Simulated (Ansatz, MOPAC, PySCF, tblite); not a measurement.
Dissociation curve of CH, doublet.

- GFN2-xTB, 300 K electronic temperature (tblite)
- PM3, unrestricted, heats of formation (MOPAC)
- UKS-B3LYP/6-311+G** = PySCF with unrestricted B3LYP/6-311+G**, spherical d
- FCI = full CI/cc-pVTZ, frozen core (Ansatz, an electronic-structure program)

Energies relative to the lowest point of each curve near equilibrium, in kcal/mol; the last columns give the difference from FCI:

```json
[
 {"R / Å": "0.89", "GFN2-xTB": "25.6", "PM3": "20.3", "UKS-B3LYP/6-311+G**": "28.7", "FCI": "28.2", "GFN2-xTB − FCI": "-2.6", "PM3 − FCI": "-7.9", "UKS-B3LYP/6-311+G** − FCI": "0.5"},
 {"R / Å": "0.95", "GFN2-xTB": "11.7", "PM3": "8.9", "UKS-B3LYP/6-311+G**": "14.0", "FCI": "13.6", "GFN2-xTB − FCI": "-1.9", "PM3 − FCI": "-4.6", "UKS-B3LYP/6-311+G** − FCI": "0.4"},
 {"R / Å": "1.01", "GFN2-xTB": "4.0", "PM3": "2.6", "UKS-B3LYP/6-311+G**": "5.4", "FCI": "5.1", "GFN2-xTB − FCI": "-1.1", "PM3 − FCI": "-2.5", "UKS-B3LYP/6-311+G** − FCI": "0.3"},
 {"R / Å": "1.06", "GFN2-xTB": "0.9", "PM3": "0.3", "UKS-B3LYP/6-311+G**": "1.6", "FCI": "1.4", "GFN2-xTB − FCI": "-0.5", "PM3 − FCI": "-1.1", "UKS-B3LYP/6-311+G** − FCI": "0.2"},
 {"R / Å": "1.08", "GFN2-xTB": "0.3", "PM3": "0.0", "UKS-B3LYP/6-311+G**": "0.7", "FCI": "0.6", "GFN2-xTB − FCI": "-0.3", "PM3 − FCI": "-0.6", "UKS-B3LYP/6-311+G** − FCI": "0.1"},
 {"R / Å": "1.13", "GFN2-xTB": "0.0", "PM3": "0.5", "UKS-B3LYP/6-311+G**": "0.0", "FCI": "0.0", "GFN2-xTB − FCI": "0.0", "PM3 − FCI": "0.5", "UKS-B3LYP/6-311+G** − FCI": "0.0"},
 {"R / Å": "1.15", "GFN2-xTB": "0.3", "PM3": "1.2", "UKS-B3LYP/6-311+G**": "0.2", "FCI": "0.2", "GFN2-xTB − FCI": "0.1", "PM3 − FCI": "1.0", "UKS-B3LYP/6-311+G** − FCI": "0.0"},
 {"R / Å": "1.19", "GFN2-xTB": "1.4", "PM3": "3.0", "UKS-B3LYP/6-311+G**": "1.1", "FCI": "1.2", "GFN2-xTB − FCI": "0.2", "PM3 − FCI": "1.8", "UKS-B3LYP/6-311+G** − FCI": "-0.1"},
 {"R / Å": "1.25", "GFN2-xTB": "4.2", "PM3": "6.9", "UKS-B3LYP/6-311+G**": "3.8", "FCI": "4.0", "GFN2-xTB − FCI": "0.2", "PM3 − FCI": "2.9", "UKS-B3LYP/6-311+G** − FCI": "-0.2"},
 {"R / Å": "1.29", "GFN2-xTB": "6.6", "PM3": "10.0", "UKS-B3LYP/6-311+G**": "6.2", "FCI": "6.5", "GFN2-xTB − FCI": "0.1", "PM3 − FCI": "3.5", "UKS-B3LYP/6-311+G** − FCI": "-0.2"},
 {"R / Å": "1.39", "GFN2-xTB": "13.8", "PM3": "18.8", "UKS-B3LYP/6-311+G**": "13.6", "FCI": "13.8", "GFN2-xTB − FCI": "-0.1", "PM3 − FCI": "5.0", "UKS-B3LYP/6-311+G** − FCI": "-0.2"},
 {"R / Å": "1.54", "GFN2-xTB": "26.3", "PM3": "33.3", "UKS-B3LYP/6-311+G**": "26.6", "FCI": "26.3", "GFN2-xTB − FCI": "0.0", "PM3 − FCI": "7.0", "UKS-B3LYP/6-311+G** − FCI": "0.2"}
]
```

GFN2-xTB is furthest from FCI at 0.89 (-2.6 kcal/mol, below); its mean absolute difference over the points is 0.6 kcal/mol.

PM3 is furthest from FCI at 0.89 (-7.9 kcal/mol, below); its mean absolute difference over the points is 3.2 kcal/mol.

UKS-B3LYP/6-311+G** is furthest from FCI at 0.89 (0.5 kcal/mol, above); its mean absolute difference over the points is 0.2 kcal/mol.

The scan ran from 0.89 to 4.53 Å; beyond the distances shown one of the unrestricted levels run for this scan, shown here or not, changes its spin distribution in one step.
